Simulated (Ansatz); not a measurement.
# BSiH2+ (triplet): the correlation ladder, def2-TZVPP

The task here is to estimate one member of a computed series from the others.

The runs use Ansatz 0.2.0, Gaussian basis; def2-TZVPP, core rule «outside noble gas», up to 6 orbitals frozen.

The runs, in order: UHF; ROHF; CCSD(T) on UHF.

### The geometry

The geometry is a PBE0/def2-TZVP stationary point (not a proven minimum) of the parent state, kept for this charge and spin.

4 atoms, charge 1, spin multiplicity 3.

Atoms are counted from 1 here; the program's logs count them from 0.

Bond lengths: Si1–B2 1.915 Å, Si1–H3 1.512 Å, B2–H4 1.193 Å. Angles: B2–Si1–H3 126.7°, Si1–B2–H4 134.2°.

Set-up of the first run:

in.yaml

```yaml
crystal:
  periodic: [false, false, false]
  atoms:
    - {symbol: Si, position_ang: [0.000000, -0.047060, 0.551810]}
    - {symbol: B, position_ang: [0.000000, -0.060513, -1.363344]}
    - {symbol: H, position_ang: [0.000000, 1.171072, 1.447364]}
    - {symbol: H, position_ang: [0.000000, 0.789266, -2.200146]}
basis:
  gaussian: {orbitals: def2-TZVPP}
total_charge: 1
magnetization: {spin_polarized: true, initial_magnetization: 2}
hamiltonian: {xc: hf}
output: {orbitals: {seedname: orbitals}}
```

Run with:

```
$ ansatz run in.yaml --threads 1 --pin off --events-out ev --progress --plain --max-ram 4096MiB --backend cpu
```

Among the steps run: UHF; ROHF; CCSD(T) on UHF.

One table of the session follows, with a row left open; its other results are not shown here.

It belongs to the step «Misses and costs». 

| method | from UCCSD(T) (meV) |
| --- | --- |
| ROHF | +5060.0 |
| UHF | +4959.5 |
| UMP2 | +1096.5 |
| UCCSD | ? |
| UCCSD(T) | 0 |

Estimate the missing values for UCCSD.

As computed: from UCCSD(T) (meV): +187.0. In the column «from UCCSD(T) (meV)» it lies between UCCSD(T) (0) and UMP2 (+1096.5).
